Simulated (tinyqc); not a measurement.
Worked calculation (part 2 of 2): RHF in the sto-6g basis, for H2F+, spin multiplicity 1. Computed by tinyqc, a small Python program that keeps every step (integrals from PySCF). Command: `OMP_NUM_THREADS=1 python tinyqc.py 25237 25238 out.jsonl` (the two numbers bound the seeds that draw the settings). One thread of a shared host (Intel(R) Xeon(R) Processor @ 2.60GHz), about 0.1 s of CPU time with the checks.

Geometry (angstrom):
```
atom         x          y         z
F     0.000000   0.000000  0.000000
H     0.000000   0.894000  0.663000
H     0.000000  -0.894000  0.663000
```

## Iteration 9 (converged): orbitals

converged F (hartree), order 1F 1s, 1F 2s, 1F 2px, 1F 2py, 1F 2pz, 2H 1s, 3H 1s:
```
[[-26.912158, -6.517219, 0.000000, 0.000000, -0.020707, -0.910674, -0.910674],
 [-6.517219, -3.447450, 0.000000, 0.000000, -0.092341, -0.970460, -0.970460],
 [0.000000, 0.000000, -1.007695, 0.000000, 0.000000, 0.000000, 0.000000],
 [0.000000, 0.000000, 0.000000, -0.909174, 0.000000, -0.460548, 0.460548],
 [-0.020707, -0.092341, 0.000000, 0.000000, -0.944951, -0.386597, -0.386597],
 [-0.910674, -0.970460, 0.000000, -0.460548, -0.386597, -0.724905, -0.286166],
 [-0.910674, -0.970460, 0.000000, 0.460548, -0.386597, -0.286166, -0.724905]]
```

X, order 1F 1s, 1F 2s, 1F 2px, 1F 2py, 1F 2pz, 2H 1s, 3H 1s:
```
[[1.022227, -0.129740, 0.000000, 0.000000, -0.004549, 0.014706, 0.014706],
 [-0.129740, 1.113602, 0.000000, 0.000000, 0.044959, -0.178156, -0.178156],
 [0.000000, 0.000000, 1.000000, 0.000000, 0.000000, 0.000000, 0.000000],
 [0.000000, 0.000000, 0.000000, 1.047333, 0.000000, -0.137957, 0.137957],
 [-0.004549, 0.044959, 0.000000, 0.000000, 1.021854, -0.086925, -0.086925],
 [0.014706, -0.178156, 0.000000, -0.137957, -0.086925, 1.087191, -0.063849],
 [0.014706, -0.178156, 0.000000, 0.137957, -0.086925, -0.063849, 1.087191]]
```

Diagonalise F' = X^T F X, C = X C', fill 5 alpha and 5 beta electrons from the bottom; D = 2 C_occ C_occ^T. Each column has its largest component positive (the first on a tie).

F' = X^T F X (hartree):
```
[[-26.498812, -3.198419, 0.000000, 0.000000, -0.033646, -0.116115, -0.116115],
 [-3.198419, -2.221787, 0.000000, 0.000000, 0.030494, -0.396224, -0.396224],
 [0.000000, 0.000000, -1.007695, 0.000000, 0.000000, 0.000000, 0.000000],
 [0.000000, 0.000000, 0.000000, -0.747806, 0.000000, -0.371698, 0.371698],
 [-0.033646, 0.030494, 0.000000, 0.000000, -0.864048, -0.267700, -0.267700],
 [-0.116115, -0.396224, 0.000000, -0.371698, -0.267700, -0.386903, -0.063542],
 [-0.116115, -0.396224, 0.000000, 0.371698, -0.267700, -0.063542, -0.386903]]
```

orbital energies (hartree): [-26.915249, -2.000389, -1.102468, -1.032247, -1.007695, -0.087208, 0.031300]

coefficients C, order 1F 1s, 1F 2s, 1F 2px, 1F 2py, 1F 2pz, 2H 1s, 3H 1s:
```
[[0.997181, -0.239763, 0.000000, 0.056934, 0.000000, 0.084478, 0.000000],
 [0.012417, 0.965969, 0.000000, -0.303528, 0.000000, -0.545035, 0.000000],
 [0.000000, 0.000000, 0.000000, 0.000000, 1.000000, 0.000000, 0.000000],
 [0.000000, 0.000000, 0.759083, 0.000000, 0.000000, 0.000000, -0.747505],
 [0.001466, 0.087709, 0.000000, 0.861379, 0.000000, -0.558276, 0.000000],
 [-0.002008, 0.073796, 0.340857, 0.235934, 0.000000, 0.708528, 0.751861],
 [-0.002008, 0.073796, -0.340857, 0.235934, 0.000000, 0.708528, -0.751861]]
```

D after iteration 9, order 1F 1s, 1F 2s, 1F 2px, 1F 2py, 1F 2pz, 2H 1s, 3H 1s:
```
[[2.110196, -0.473006, 0.000000, 0.000000, 0.058949, -0.012527, -0.012527],
 [-0.473006, 2.050759, 0.000000, 0.000000, -0.353420, -0.000706, -0.000706],
 [0.000000, 0.000000, 2.000000, 0.000000, 0.000000, 0.000000, 0.000000],
 [0.000000, 0.000000, 0.000000, 1.152413, 0.000000, 0.517478, -0.517478],
 [0.058949, -0.353420, 0.000000, 0.000000, 1.499337, 0.419397, 0.419397],
 [-0.012527, -0.000706, 0.000000, 0.517478, 0.419397, 0.354597, -0.110138],
 [-0.012527, -0.000706, 0.000000, -0.517478, 0.419397, -0.110138, 0.354597]]
```

## Convergence

Stop when the energy changes by less than 1e-10 hartree and every element of the error matrix X^T (F D S - S D F) X is below 3e-06.

Course of the cycle:
```
iteration   E (hartree)     change  largest element of the error matrix
1          -98.78588786          -                             4.74e-01
2          -99.74810131  -9.62e-01                             5.60e-02
3          -99.75510974  -7.01e-03                             1.82e-02
4          -99.75553557  -4.26e-04                             4.63e-03
5          -99.75556481  -2.92e-05                             1.25e-03
6          -99.75557028  -5.47e-06                             3.68e-04
7          -99.75557063  -3.48e-07                             4.19e-05
8          -99.75557063  -1.58e-09                             5.25e-06
9          -99.75557063  -2.95e-11                             5.52e-07
```

PySCF RHF in the same basis = -99.75557063 hartree

Converged in 9 iterations.

## Populations, bond orders and dipole

overlap S, order 1F 1s, 1F 2s, 1F 2px, 1F 2py, 1F 2pz, 2H 1s, 3H 1s:
```
[[1.000000, 0.232479, 0.000000, 0.000000, 0.000000, 0.032202, 0.032202],
 [0.232479, 1.000000, 0.000000, 0.000000, 0.000000, 0.332134, 0.332134],
 [0.000000, 0.000000, 1.000000, 0.000000, 0.000000, 0.000000, 0.000000],
 [0.000000, 0.000000, 0.000000, 1.000000, 0.000000, 0.222517, -0.222517],
 [0.000000, 0.000000, 0.000000, 0.000000, 1.000000, 0.165021, 0.165021],
 [0.032202, 0.332134, 0.000000, 0.222517, 0.165021, 1.000000, 0.167274],
 [0.032202, 0.332134, 0.000000, -0.222517, 0.165021, 0.167274, 1.000000]]
```

Mulliken: Z minus the diagonal of D S on the atom; Loewdin: the same with S^(1/2) D S^(1/2); Mayer order: 2 sum_s sum (D(s) S)_ij (D(s) S)_ji over the two atoms.

Charges (e):
```
atom  Mulliken   Loewdin
1F    0.039785  0.148869
2H    0.480107  0.425566
3H    0.480107  0.425566
```

Mayer bond orders:
```
pair     order
2-1   0.760010
3-1   0.760010
3-2   0.009487
```

dipole moment about the origin, x y z (debye): [0.000000, 0.000000, 3.472252]
